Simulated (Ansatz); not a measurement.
Start from `FC1=CCC1F` and change one atom or group to get `FC1=CCC1`.

Ansatz, PBE0-D4/def2-TZVP geometries, multiplicity 1. 

| property | `FC1=CCC1F` |
| --- | --- |
| HOMO–LUMO gap (PBE0/def2-TZVPP) / eV | 7.58 |
| LUMO energy (B3LYP/def2-TZVPP) / eV | -0.34 |
| HOMO–LUMO gap (ωB97M-V/def2-TZVPP) / eV | 11.94 |
| LUMO energy (PBE0/def2-TZVPP) / eV | -0.07 |
| size of the dipole moment (B3LYP/def2-TZVPP) / D | 2.31 |
| LUMO energy (ωB97M-V/def2-TZVPP) / eV | 2.05 |

(1) Give the same properties after the change, and the shifts. (An estimate is asked.)

## Answers

(1) Computed: 
```csv
property,`FC1=CCC1`,shift
HOMO–LUMO gap (PBE0/def2-TZVPP) / eV,7.80,0.22
LUMO energy (B3LYP/def2-TZVPP) / eV,0.42,0.76
HOMO–LUMO gap (ωB97M-V/def2-TZVPP) / eV,12.17,0.23
LUMO energy (PBE0/def2-TZVPP) / eV,0.70,0.77
size of the dipole moment (B3LYP/def2-TZVPP) / D,1.48,-0.83
LUMO energy (ωB97M-V/def2-TZVPP) / eV,2.84,0.79
```

With PBE0 the HOMO rises by 0.55 eV and the LUMO rises by 0.77 eV, so the gap widens by about 0.22 eV. PBE moves the HOMO by 0.52 eV and ωB97M-V by 0.55 eV. Dipoles are sizes alone; their direction can turn.

B3LYP here is the variant with VWN-RPA as its local correlation; programs differ in this.
